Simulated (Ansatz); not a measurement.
Cartesian coordinates (Å):
```xyz
7

C     -0.6175    -0.6481     0.0055
C     -0.5890     0.6748    -0.0260
C      0.7110    -0.0142     0.0155
H     -1.1242    -1.5882    -0.1627
H     -1.0622     1.6353     0.1237
H      1.3366     0.2749     0.8772
H      1.3566    -0.3303    -0.8217
```
Charge +1, spin multiplicity 2.

Computed with Ansatz (a program for electronic structure) with frozen-core CCSD(T)/cc-pVTZ // B3LYP-D3(BJ)/def2-TZVP.

| Item | Value |
|---|---|
| HF energy | -115.55645 Ha |
| MP2 correlation energy | -0.43471 Ha |

Task: Estimate the CCSD correlation energy, the (T) correction, the total energy and the T1 diagnostic.

Result: 
```json
{
 "CCSD correlation energy": "-0.46513 Ha",
 "(T) correction": "-0.02135 Ha",
 "CCSD(T) total energy": "-116.04294 Ha",
 "T1 diagnostic": "0.025"
}
```
